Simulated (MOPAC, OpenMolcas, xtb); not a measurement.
# How methods differ on BSiH5 (boranylsilane)

The species is BSiH5 (7 atoms), meant as a singlet with charge 0. SMILES: `B[SiH3]`. The shape is that of a PBE0-D4/def2-TZVP optimisation.

Quantity: the dipole moment, in D. The values are calculated.

```csv
level,kind,program,value (D),CPU time
PM6,semi-empirical,MOPAC,0.22,under 2 s
GFN2-xTB,semi-empirical,xtb,0.79,under 2 s
HF/def2-TZVP,Hartree–Fock,OpenMolcas,0.49,7.4 s
SVWN5/def2-TZVP,LDA,OpenMolcas,0.25,18 s
BLYP/def2-TZVP,GGA,OpenMolcas,0.31,29 s
TPSS/def2-TZVP,meta-GGA,OpenMolcas,0.33,30 s
M06-2X/def2-TZVP,hybrid meta-GGA,OpenMolcas,0.38,27 s
```

The values span 0.22 to 0.79 D. Magnitudes only: a small dipole may point the other way at some levels. CPU times are rough (shared hosts, several kinds of processor): they show what a rung costs within a factor of a few.
